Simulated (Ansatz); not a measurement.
Born–Oppenheimer molecular dynamics of CH₅Al (7 atoms, charge 0, multiplicity 1). It starts from a relaxed structure.

Level of theory: RKS PBE0-D4/STO-3G (Ansatz 0.2.0).

```
ensemble        : NVT, Langevin thermostat
time step       : 1 fs
steps asked     : 266
set temperature : 700 K
friction        : 0.005 /fs
seed            : 571905
```

First frame:

```xyz
7
Properties=species:S:1:pos:R:3
C -0.431 -0.661 -0.343
Al 0.559 0.780 0.420
H -1.040 -1.195 0.392
H -1.123 -0.293 -1.109
H 0.208 -1.401 -0.836
H 0.033 1.491 1.631
H 1.854 1.211 -0.201
```

(1) How far do the bonds stretch over the last three quarters of this one trajectory? (Pairs bonded in most of those frames.)

## Answers

(1) 
| bond | mean (Å) | spread (Å) | shortest | longest |
| --- | --- | --- | --- | --- |
| C1–Al2 | 1.914 | 0.044 | 1.81 | 1.99 |
| C1–H3 | 1.105 | 0.052 | 1.01 | 1.20 |
| C1–H4 | 1.105 | 0.052 | 1.01 | 1.20 |
| C1–H5 | 1.101 | 0.027 | 1.04 | 1.18 |
| Al2–H6 | 1.508 | 0.052 | 1.40 | 1.62 |
| Al2–H7 | 1.504 | 0.038 | 1.43 | 1.59 |

Mean temperature of the second half: 536 K. The mean temperature of the second half is 23 % below the set value. A run of 0.27 ps of so small a system gives no equilibrium averages. Limits of this set-up: minimal basis.

Run time: 2.9 min on 1 thread of Arm Neoverse V1, on a shared host, peak memory 0.074 GiB.
